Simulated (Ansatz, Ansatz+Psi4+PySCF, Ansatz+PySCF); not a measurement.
```xyz
9

C    -1.1380   -0.8693   -0.0001
C    -0.0944    0.1221   -0.0003
C     1.3694   -0.3593   -0.0001
H    -2.1671   -0.5330    0.0011
H    -0.9269   -1.9325   -0.0005
O    -0.3752    1.3222    0.0000
H     2.0318    0.5049   -0.0144
H     1.5782   -0.9613    0.8895
H     1.5722   -0.9875   -0.8727
```

Basis set: cc-pVTZ (spherical functions). Frozen core: 4 orbitals. Correlation on ROHF uses semicanonical orbitals with singles. Charge 0, multiplicity 2.

Computed with Ansatz (development build ahead of 0.2.0); each method stands on the lowest determinant of its kind that the runs found.

The atomization energy at this shape (free ground-state atoms in the same class of orbitals less the molecule, no zero-point energy) of doublet C₃H₅O:

| method | atomization energy |
| --- | --- |
| ROHF-MP2 | 3629.4 kJ/mol |
| UHF-MP2 | 3599.8 kJ/mol |
| UHF | 2697.4 kJ/mol |

What does ROHF give?

2720.1 kJ/mol. Caution for ROHF-MP2, UHF-MP2: forces differ strongly between restricted and unrestricted references. Caution for UHF-MP2, UHF: the unrestricted determinant is spin contaminated.
